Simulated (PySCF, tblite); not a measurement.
A complex of methanol and acetonitrile

A gas-phase complex of methanol and acetonitrile; neutral, singlet. The structure comes from a short search (6 tight-binding starts) and was relaxed by PBE0-D3(BJ)/def2-SVPD; another way of binding may lie lower. No frequency run checks that it is a minimum.

Parts: 1 = methanol (CO), atoms 1–6; 2 = acetonitrile (CC#N), atoms 7–12.

```
atom  part   x (Å)   y (Å)   z (Å)
  C1     1  -0.314  -0.215   1.034
  O2     1   1.044  -0.292   0.713
  H3     1  -0.469  -0.740   1.987
  H4     1  -0.661   0.828   1.162
  H5     1  -0.957  -0.697   0.274
  H6     1   1.173   0.098  -0.163
  C7     2   0.761   1.737  -4.419
  C8     2   0.934   1.247  -3.065
  N9     2   1.065   0.855  -1.988
 H10     2  -0.118   1.265  -4.878
 H11     2   0.617   2.825  -4.410
 H12     2   1.648   1.499  -5.021
```

Contacts between parts, classed by geometry: H6···N9 1.979 Å (hydrogen bond, 169°).

Interaction energies are complex less parts, with the parts frozen as they stand in it; counterpoise-corrected, in kcal/mol (PySCF).

(1) Give the interaction energy at each level run.

(2) What holds them together? Decompose the wB97M-D3(BJ)/def2-SVPD energy: frozen parts, their antisymmetrised product, then relaxation.

The orbital term holds the superposition error of 1.4 kcal/mol.

The parts were also relaxed and run alone, at the levels used for the complex: shieldings by PBE0/pcSseg-2; core levels by delta-SCF with SCAN, pcX-2 on the ionised atom and pcseg-1 elsewhere, spin-free X2C.

(3) How do these values change when the complex forms?

## Answers

(1) 
| level | interaction | superposition error removed |
| --- | --- | --- |
| wB97M-D3(BJ)/def2-SVPD | -5.31 | -1.42 |
| PBE0-D3(BJ)/def2-SVPD | -5.65 | -1.36 |

(2) electrostatic -8.7, Pauli repulsion +7.5, orbital relaxation -4.6, dispersion correction -0.9 kcal/mol, which sum to the value before the counterpoise correction; the Pauli term holds the exchange-correlation of the frozen density too. Of the attraction, 61 % is electrostatic, 32 % is orbital relaxation, 7 % is dispersion correction.

(3) 
```csv
property,alone,in the complex,change
O2–H6 bond (Å),0.960,0.967,+0.008
shielding of H6 (ppm),31.77,29.06,-2.71
shielding of N9 (ppm),-38.2,-22.2,+16.0
shielding of O2 (ppm),328.4,332.4,+4.1
C1 1s core level (eV),292.45,291.57,-0.88
O2 1s core level (eV),539.01,537.58,-1.43
```

The 4 runs behind this took 110 s in all, one thread each of Arm Neoverse V2 on a shared host, launched as `OMP_NUM_THREADS=1 python cluster_run.py task.json out`.
